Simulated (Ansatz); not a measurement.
Relaxation of CH5AlB (8 atoms, charge -1, multiplicity 1), to a largest force component of 0.015 eV/Å in at most 40 steps.

The calculation used RKS PBE/def2-SVP (Ansatz 0.2.0).

```xyz
8
Properties=species:S:1:pos:R:3:forces:R:3
B -0.936 1.065 -0.889 0.13 -1.46 -0.05
Al 0.408 0.571 0.527 0.32 -0.28 0.29
C 1.134 2.011 1.524 0.04 0.38 0.12
H -2.102 0.808 -0.727 -0.81 0.58 0.24
H -0.648 0.979 -2.056 0.23 0.71 -0.70
H 0.944 -0.944 0.908 0.02 -0.28 -0.01
H 1.760 2.753 0.995 0.26 0.21 -0.15
H 0.456 2.585 2.183 -0.19 0.14 0.25
```

Question: Where does it end, and by what steps?

Answer: It converged. Limits of this set-up: an anion without diffuse functions, the dipole of an ion depends on the origin. After 18 steps the energy has fallen by 2.564 eV; C3 moved furthest, 1.15 Å. Joined: B1–C3.

| step | energy less start (eV) | largest force component (eV/Å) | accepted |
| --- | --- | --- | --- |
| 0 | 0.0000 | 1.459 | yes |
| 1 | -0.3778 | 0.688 | yes |
| 2 | -0.4718 | 0.494 | yes |
| 3 | -0.5320 | 0.333 | yes |
| 4 | -0.6182 | 0.300 | yes |
| 5 | -0.7714 | 0.594 | yes |
| 6 | -1.0789 | 0.884 | yes |
| 7 | -1.5429 | 1.022 | yes |
| 8 | -1.8431 | 0.933 | yes |
| 9 | -1.9495 | 2.011 | yes |
| 10 | -2.1710 | 0.957 | yes |
| 11 | -2.3175 | 1.163 | yes |
| 12 | -2.4597 | 1.001 | yes |
| 13 | -2.5356 | 0.474 | yes |
| 14 | -2.5474 | 0.253 | yes |
| 15 | -2.5558 | 0.172 | yes |
| 16 | -2.5631 | 0.165 | yes |
| 17 | -2.5643 | 0.021 | yes |
| 18 | -2.5645 | 0.005 | yes |

```xyz
8
Properties=species:S:1:pos:R:3
B -0.595 1.637 -0.445
Al 0.375 -0.436 0.231
C 0.345 1.853 0.699
H -1.799 1.433 -0.264
H -0.221 1.732 -1.617
H 1.471 -0.406 1.521
H 1.408 2.137 0.580
H 0.031 1.878 1.761
```

Whether the end is a true minimum wasn't checked by a vibrational analysis.

The run took 38 s on 1 thread of Arm Neoverse V1, with other jobs on the host, peak memory 0.14 GiB.
